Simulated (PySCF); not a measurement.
## Electronic absorption of propionamide

Compound: propionamide, C3H7NO.
Bonds: C1–C2, C2–C3, C3–N4, C3–O5 (double). Hydrogens: H6, H7, H8 on C1; H9, H10 on C2; H11, H12 on N4.

Theory: TDDFT CAM-B3LYP/def2-SVPD, vertical, gas phase, core orbitals frozen in the response (PySCF 2.14.0, density-fitted response routines). Geometry: GFN2-xTB, one conformer, isolated molecule. Torsions of this conformer, `[CH3:1][CH2:2][C:3]([NH2:4])=[O:5]`: C1–C2–C3–N4 180°, H–N4–C3–C2 0°, H–N4–C3–C2 180°.

```json
{"state": "S1", "λ (nm)": "213.7", "E (eV)": "5.80", "f": "0.0002", "symmetry": "–", "main configurations (H = HOMO, L = LUMO)": "H→L+1 (92%)"}
{"state": "S2", "λ (nm)": "173.3", "E (eV)": "7.15", "f": "0.026", "symmetry": "A′", "main configurations (H = HOMO, L = LUMO)": "H→L (86%)"}
{"state": "S3", "λ (nm)": "172.7", "E (eV)": "7.18", "f": "0.012", "symmetry": "A″", "main configurations (H = HOMO, L = LUMO)": "H-1→L (84%), H-1→L+2 (9%)"}
{"state": "S4", "λ (nm)": "163.2", "E (eV)": "7.60", "f": "0.133", "symmetry": "A′", "main configurations (H = HOMO, L = LUMO)": "H-1→L+1 (76%), H→L+2 (14%)"}
{"state": "S5", "λ (nm)": "152.7", "E (eV)": "8.12", "f": "0.032", "symmetry": "A′", "main configurations (H = HOMO, L = LUMO)": "H→L+2 (69%), H-1→L+1 (10%), H→L+3 (9%)"}
{"state": "S6", "λ (nm)": "148.4", "E (eV)": "8.36", "f": "0.0025", "symmetry": "A″", "main configurations (H = HOMO, L = LUMO)": "H-1→L+2 (62%), H-1→L+4 (18%), H-1→L (10%)"}
{"state": "S7", "λ (nm)": "146.4", "E (eV)": "8.47", "f": "0.073", "symmetry": "A′", "main configurations (H = HOMO, L = LUMO)": "H→L+3 (77%)"}
{"state": "S8", "λ (nm)": "145.8", "E (eV)": "8.50", "f": "0.0005", "symmetry": "–", "main configurations (H = HOMO, L = LUMO)": "H-1→L+3 (65%), H-1→L+6 (21%), H-1→L+2 (8%)"}
```

Triplets (Tamm–Dancoff): T1 5.32 eV, H→L+1 (90%); T2 5.75 eV, H-1→L+1 (85%); T3 6.90 eV, H-1→L (78%), H-1→L+2 (14%).

The lowest singlet comes at 214 nm (560 kJ/mol) in the ultraviolet; it is dark (f under 0.0005); its leading configuration is HOMO→LUMO+1 (92%). The most intense listed level is S4 at 7.60 eV (163 nm, f = 0.133), 1.80 eV above S1. S1 has the pattern of n→π* at C=O. Of the 8 states listed, 5 reach f = 0.01 and 1 stays under 0.0005. Orbital energies (eV): HOMO-3 -11.76, HOMO-2 -11.30, HOMO-1 -9.36, HOMO -8.92, LUMO 1.14, LUMO+1 1.72, LUMO+2 1.81. The listed states span 2.70 eV, and the widest gap between neighbours is 1.35 eV (S1 to S2). No computed singlet lies in the visible range (380 to 750 nm); the lowest, at 214 nm, stands 2.54 eV above its violet end (3.26 eV). Symmetry labels in Cs follow from the direction of the transition dipole and are given only for states with f of 0.002 or more. Singlets were solved by full linear response, triplets in the Tamm–Dancoff approximation.
